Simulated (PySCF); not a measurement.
**Simulated absorption spectrum**

Compound: C3H5N.
Structure used (PBE0-D3(BJ)/def2-SVP), in Å, numbered top down from 1:
```
atom  x, y, z in Å
N1     1.337    0.123   -0.232
C2     0.123    0.018    0.527
C3    -1.160   -0.545   -0.015
C4    -1.097    0.753    0.110
H5     1.933   -0.688   -0.074
H6     1.133    0.155   -1.229
H7     0.348   -0.084    1.602
H8    -1.723   -1.419   -0.341
H9    -1.557    1.728   -0.044
```

Method used: TDDFT B3LYP/def2-SVPD, vertical, gas phase, core orbitals frozen in the response in PySCF.

Broadening: Gaussians 0.3 eV wide at half height, area fixed by f = 4.319×10⁻⁹ ∫ε dν̃. The width is an assumption, not a result. The curve ends short of the highest state used, and states not computed would add to its high-energy end.

E (eV), ε (L mol⁻¹ cm⁻¹) and a bar:
```
     4.36          1 
     4.45          9 
     4.55         61 
     4.64        198 #
     4.74        409 ##
     4.83        464 ##
     4.93        297 #
     5.02        117 #
     5.12         23 
     5.21          3 
     5.31          0 
     5.40          0 
     5.50          2 
     5.59         17 
     5.69        136 #
     5.79        593 ###
     5.88       1320 ######
     5.98       1790 ########
     6.07       1392 ######
     6.17        609 ###
     6.26        301 #
     6.36        621 ###
     6.45       1517 #######
     6.55       3286 ##############
     6.64       5408 #######################
     6.74       6928 ##############################
     6.83       6414 ############################
     6.93       4453 ###################
     7.02       2870 ############
     7.12       2957 #############
```

Question: Locate the maxima and give the states behind the curve.

Answer: 258 nm (4.81 eV), ε about 470, made up of S1 (100%); 207 nm (5.98 eV), ε about 1800, made up of S2 (100%); 183 nm (6.76 eV), ε about 7000, made up of S4 (75%) and S5 (20%) (ε in L mol⁻¹ cm⁻¹; maxima over ε = 5, shares over 10%). At its high-energy end, 7.12 eV, the curve is still rising (ε about 3000, from S5, S7 and S8). The states used: S1 4.81 eV (f 0.0052); S2 5.98 eV (f 0.020); S3 6.53 eV (f 0.013); S4 6.73 eV (f 0.060); S5 6.90 eV (f 0.029); S6 6.94 eV (f 0.0033); S7 7.29 eV (f 0.045); S8 7.30 eV (f 0.016); S9 7.67 eV (f 0.024); S10 7.72 eV (f 0.038).

Question: Does any computed singlet lie in the visible range?

Answer: No computed singlet lies in the visible range (380 to 750 nm); the lowest, at 258 nm, stands 1.54 eV above its violet end (3.26 eV).

Question: Coming from long wavelengths, where does ε first pass 100 L mol⁻¹ cm⁻¹?

Answer: At about 270 nm (4.58 eV), 0.22 eV below S1.

Question: What would ε be at 6.76 eV, the highest of these maxima, with half the width (0.15 eV)?

Answer: About 10000 L mol⁻¹ cm⁻¹ against 6970, a factor of about 1.4; a lone state at its own centre would give exactly 2.

All these states lie below the vertical ionisation energy of 8.85 eV (ΔSCF).

One conformer stands for the species.
